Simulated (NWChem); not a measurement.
# phosphine (PH₃); SMILES P

Results from NWChem. The geometry was optimised at PBE0-D3(BJ)/def2-TZVP. Ions are spin-unrestricted doublets at the neutral geometry; other ion states weren't tried. Functional: LC-ωPBE (HJS hole) with def2-SVP; rows give the range parameter ω in 1/bohr.

```tsv
range parameter (1/bohr)	vertical ionisation energy, ΔSCF (eV)	−ε(HOMO) (eV)	ΔSCF minus −ε(HOMO) (eV)
0.10	10.47	8.02	2.45
0.15	?	?	?
0.20	10.50	9.19	1.31
0.30	10.52	10.01	0.51
0.80	10.57	11.32	-0.75
```

Task: What belongs in the gaps?

Result: 
- 0.15, vertical ionisation energy, ΔSCF (eV): 10.48
- 0.15, −ε(HOMO) (eV): 8.65
- 0.15, ΔSCF minus −ε(HOMO) (eV): 1.83
